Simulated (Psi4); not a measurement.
# revPBE/6-311+G(d,p) run of BN2H5 (SMILES NBN)

What is the vertical singlet–triplet gap of BN2H5 at revPBE/6-311+G**? 

The results are computed with Psi4 1.11.

### 1 Starting point

BN2H5 has 8 atoms, charge 0, and is taken as a singlet. SMILES: `NBN`. Geometry: relaxed at PBE0-D4/def2-TZVP.

Bond lengths: N1–B2 1.409 Å, B2–N3 1.409 Å, N1–H4 1.005 Å, N1–H5 1.002 Å, B2–H6 1.200 Å, N3–H7 1.003 Å, N3–H8 1.005 Å. Angles: N1–B2–N3 122.9°, N1–B2–H6 118.5°, N3–B2–H6 118.5°, B2–N1–H4 124.5°, B2–N1–H5 121.9°, B2–N3–H7 121.9°, B2–N3–H8 124.5°, H4–N1–H5 113.6°, H7–N3–H8 113.6°.

### 2 Energy and gradient at revPBE/6-311+G(d,p)

The input, calc.in:

```
memory 1600 MB

molecule {
  0 1
  N
  B 1 r2
  N 2 r3 1 a3
  H 1 r4 2 a4 3 d4
  H 1 r5 4 a5 2 d5
  H 2 r6 3 a6 1 d6
  H 3 r7 2 a7 6 d7
  H 3 r8 7 a8 2 d8

  r2 = 1.409065
  r3 = 1.409045
  a3 = 122.9219
  r4 = 1.004959
  a4 = 124.46727
  d4 = 0.0012
  r5 = 1.002429
  a5 = 113.64084
  d5 = -179.99443
  r6 = 1.199838
  a6 = 118.5412
  d6 = 179.99827
  r7 = 1.002506
  a7 = 121.88451
  d7 = 0.0042
  r8 = 1.004826
  a8 = 113.64488
  d8 = -179.99058
  units angstrom
  symmetry c1
  no_reorient
  no_com
}

set globals {
  basis                6-311+G**
  puream               true
  e_convergence        1e-09
  d_convergence        1e-08
  scf_type             pk
  dft_radial_points    99
  dft_spherical_points 590
}

E, wfn = gradient("revpbe", return_wfn=True)
oeprop(wfn, "MAYER_INDICES", "MULLIKEN_CHARGES", "LOWDIN_CHARGES")
```

Command:

```
psi4 -n 1 calc.in calc.out
```

calc.out:

```text
[...]
  Running in c1 symmetry.
[...]
  Nuclear repulsion =   68.852588053507361
[...]
  Multiplicity = 1
[...]
  Nalpha       = 12
  Nbeta        = 12
[...]
    Number of basis functions: 96
[...]
   @RKS iter   1:  -136.76990263841057   -1.63412e-02   1.31341e-02 DIIS/ADIIS
[...]
   @RKS iter  11:  -137.44568163468222   -2.99849e-11   7.74221e-09 DIIS
[...]
    Orbital Energies [Eh]
    ---------------------
    Doubly Occupied:
       1A    -13.967981     2A    -13.967974     3A     -6.485023
       4A     -0.788342     5A     -0.761342     6A     -0.468138
       7A     -0.460038     8A     -0.436970     9A     -0.376361
      10A     -0.288270    11A     -0.268564    12A     -0.202109
[...]
  @RKS Final Energy:  -137.44568163468222
   => Energetics <=
    Nuclear Repulsion Energy =             68.8525880535073611
    One-Electron Energy =                -321.3699502889065798
    Two-Electron Energy =                 134.8662272280079435
    DFT Exchange-Correlation Energy =     -19.7945466272909449
    Empirical Dispersion Energy =           0.0000000000000000
    VV10 Nonlocal Energy =                  0.0000000000000000
    Total Energy =                       -137.4456816346822166
[...]
 Multipole Moments:
 ------------------------------------------------------------------------------------
     Multipole            Electronic (a.u.)      Nuclear  (a.u.)        Total (a.u.)
 ------------------------------------------------------------------------------------
 L = 1.  Multiply by 2.5417464519 to convert [e a0] to [Debye]
 Dipole X            :          0.0001010           -0.0002338           -0.0001328
 Dipole Y            :         -0.0143000           -0.4684780           -0.4827781
 Dipole Z            :         -0.0076967           -0.2547841           -0.2624808
 Magnitude           :                                                    0.5495187
[...]
  -Total Gradient:
     Atom            X                  Y                   Z
    ------   -----------------  -----------------  -----------------
       1       -0.000000828570    -0.000422740163     0.003591509987
       2        0.000003274571    -0.008312402151    -0.004499522961
       3       -0.000000844311     0.002674287120    -0.002434625691
       4        0.000000039534     0.007283464407     0.005627765615
       5       -0.000000349010    -0.007471700107     0.005115200010
       6       -0.000001051490    -0.002785240711    -0.001517757910
       7       -0.000000181601     0.000241220298    -0.008980764878
       8       -0.000000060077     0.008793423753     0.003098364489
[...]
  Mulliken Charges: (a.u.)
   Center  Symbol    Alpha    Beta     Spin     Total
       1     N     3.81415  3.81415  0.00000 -0.62830
       2     B     2.32590  2.32590  0.00000  0.34820
       3     N     3.81414  3.81414  0.00000 -0.62829
       4     H     0.38549  0.38549  0.00000  0.22902
       5     H     0.37146  0.37146  0.00000  0.25707
       6     H     0.53190  0.53190  0.00000 -0.06381
       7     H     0.37147  0.37147  0.00000  0.25706
       8     H     0.38548  0.38548  0.00000  0.22904
   Total alpha = 12.00000, Total beta = 12.00000, Total charge =  0.00000
[...]
```

Wall time 19 s (1 thread of Intel Xeon 6975P-C (Granite Rapids), shared host); peak memory 0.76 GiB.

### 3 The triplet: a single-point energy at U-revPBE/6-311+G(d,p)

The input, bh5n2.xyz:

```xyz
8
BH5N2
N     -0.971000     0.516500    -0.581100
B      0.194200     0.386600     0.200500
N      0.848200    -0.845200     0.401400
H     -1.426800    -0.244500    -1.053400
H     -1.423900     1.400900    -0.713700
H      0.649700     1.368600     0.718000
H      1.676700    -0.919800     0.960900
H      0.545000    -1.720300     0.011600
```

The input, calc.py:

```python
import psi4

psi4.set_memory(1600000000)
psi4.set_num_threads(1)
psi4.core.set_output_file('bh5n2.out', False)

with open('bh5n2.xyz') as f:
    atoms = ''.join(f.readlines()[2:])
geom = psi4.geometry('0 3\n' + atoms + 'symmetry c1\nno_reorient\nno_com')

psi4.set_options({
    'basis': '6-311+G**',
    'reference': 'uks',
    'puream': True,
    'e_convergence': 1e-09,
    'd_convergence': 1e-08,
    'scf_type': 'pk',
    'dft_radial_points': 99,
    'dft_spherical_points': 590,
    'maxiter': 100,
})

e, wfn = psi4.energy("REVPBE", molecule=geom, return_wfn=True)
psi4.oeprop(wfn, "DIPOLE", "LOWDIN_CHARGES", "QUADRUPOLE")
print(f'REVPBE energy: {e:.10f} Eh')
```

Command:

```
python calc.py
```

bh5n2.out:

```text
[...]
  Running in c1 symmetry.
[...]
  Nuclear repulsion =   68.852594815844668
[...]
  Multiplicity = 3
[...]
  Nalpha       = 13
  Nbeta        = 11
[...]
    Number of basis functions: 96
[...]
   @UKS iter   1:  -136.64317174795633    1.10390e-01   1.13369e-02 ADIIS/DIIS
[...]
   @UKS iter  15:  -137.24640065313145   -3.18323e-12   6.53095e-09 DIIS
[...]
   @S^2 Observed:                2.010895091E+00
[...]
    Orbital Energies [Eh]
    ---------------------
    Alpha Occupied:
       1A    -14.097828     2A    -14.097817     3A     -6.574582
       4A     -0.903884     5A     -0.877831     6A     -0.570017
       7A     -0.552682     8A     -0.533297     9A     -0.483421
      10A     -0.394156    11A     -0.361307    12A     -0.340227
      13A     -0.065468
    Alpha Virtual:
      14A     -0.050959    15A     -0.041445    16A     -0.022943
      17A     -0.000572    18A      0.030922    19A      0.032534
      20A      0.056025    21A      0.077243    22A      0.079188
      23A      0.082493    24A      0.090993    25A      0.101272
[...]
  @UKS Final Energy:  -137.24640065313145
   => Energetics <=
    Nuclear Repulsion Energy =             68.8525948158446681
    One-Electron Energy =                -318.8878456752329384
    Two-Electron Energy =                 132.4143171536433385
    DFT Exchange-Correlation Energy =     -19.6254669473865206
    Empirical Dispersion Energy =           0.0000000000000000
    VV10 Nonlocal Energy =                  0.0000000000000000
    Total Energy =                       -137.2464006531314453
[...]
 Multipole Moments:
 ------------------------------------------------------------------------------------
     Multipole            Electronic (a.u.)      Nuclear  (a.u.)        Total (a.u.)
 ------------------------------------------------------------------------------------
 L = 1.  Multiply by 2.5417464519 to convert [e a0] to [Debye]
 Dipole X            :          0.1395327            0.2496328            0.3891655
 Dipole Y            :          1.7514094           -0.9127377            0.8386717
 Dipole Z            :          1.0695593           -0.6273891            0.4421703
 Magnitude           :                                                    1.0248583
 L = 2.  Multiply by 1.3450342976 to convert [e a0^2] to [Debye ang]
 Quadrupole XX       :        -88.7325722           69.3438843          -19.3886879
 Quadrupole XY       :         37.6385889          -40.6746213           -3.0360324
[...]
```

On the terminal:

```text
REVPBE energy: -137.2464006531 Eh
```

Wall time 27 s (1 thread of Intel Xeon 6975P-C (Granite Rapids), shared host); peak memory 0.76 GiB.

### 4 Outcome

Level: revPBE/6-311+G**.

```
                                        quantity          value
                           singlet: total energy  -137.44568 Eh
                          singlet: dipole moment         1.40 D
                            singlet: HOMO energy       -5.50 eV
                            singlet: LUMO energy       -0.48 eV
                          singlet: HOMO–LUMO gap        5.02 eV
               singlet: largest force on an atom     0.486 eV/Å
                           triplet: total energy  -137.24640 Eh
                          triplet: dipole moment         2.60 D
     triplet: HOMO energy (highest over α and β)       -1.78 eV
                                   triplet: ⟨S²⟩          2.011
vertical energy of the triplet above the singlet       5.423 eV
```

What this shows: At this shape the triplet lies 5.42 eV (125 kcal/mol) above the singlet. The largest force (singlet) is 0.49 eV/Å: the shape isn't a stationary point for this species at this level. Mulliken charges (singlet) run from -0.63 on N1 to +0.35 on B2; in a basis this large or diffuse they mean little.
